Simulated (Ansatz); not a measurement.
2H WSe₂ was calculated with PBEsol in Ansatz (plane waves, PAW).

Run with plane-wave cutoff 520 eV, 12×12×4 k mesh (along the axes of the cell as run), Fermi–Dirac smearing 0.01 eV, no spin polarisation, scalar-relativistic PAW data made under PBE.

Cell (relaxed at this level):

```cif
data_Se4W2
_chemical_formula_sum 'W2 Se4'
_space_group_name_H-M_alt 'P 1'
_space_group_IT_number 1
_cell_length_a 3.27095
_cell_length_b 3.27095
_cell_length_c 13.22514
_cell_angle_alpha 90.000
_cell_angle_beta 90.000
_cell_angle_gamma 120.000
loop_
_space_group_symop_operation_xyz
  'x, y, z'
loop_
_atom_site_label
_atom_site_type_symbol
_atom_site_fract_x
_atom_site_fract_y
_atom_site_fract_z
_atom_site_occupancy
W1 W 0.33333 0.66667 0.25000 1
W2 W 0.66667 0.33333 0.75000 1
Se1 Se 0.33333 0.66667 0.87659 1
Se2 Se 0.66667 0.33333 0.37659 1
Se3 Se 0.66667 0.33333 0.12341 1
Se4 Se 0.33333 0.66667 0.62341 1
```

Give the computed bulk modulus, Γ–Γ gap, smallest direct gap on the k points sampled and pressure derivative B′ of the bulk modulus.


- bulk modulus: 23.3 GPa
- Γ–Γ gap: 2.80 eV
- smallest direct gap on the k points sampled: 1.60 eV
- pressure derivative B′ of the bulk modulus: 21.4

Measured, for comparison: bulk modulus 72 ± 1 GPa (room temperature, not corrected to a static lattice; as tabulated in High-Pressure X-ray Diffraction Study of Tungsten Diselenide, J. Phys. Chem. …). Computed (rounded) less measured: bulk modulus -68 %.

Note: the cell comes from a level without a dispersion term, which matters for the spacing of layers, chains or molecules; the bulk modulus comes from volumes at which shape and atoms were relaxed; the cell has widely spaced layers and the level no dispersion term, so their spacing and the moduli can rest on weak binding.

Spin–orbit coupling is not included.

Computed values are for the static lattice.

Ansatz is an electronic-structure program.
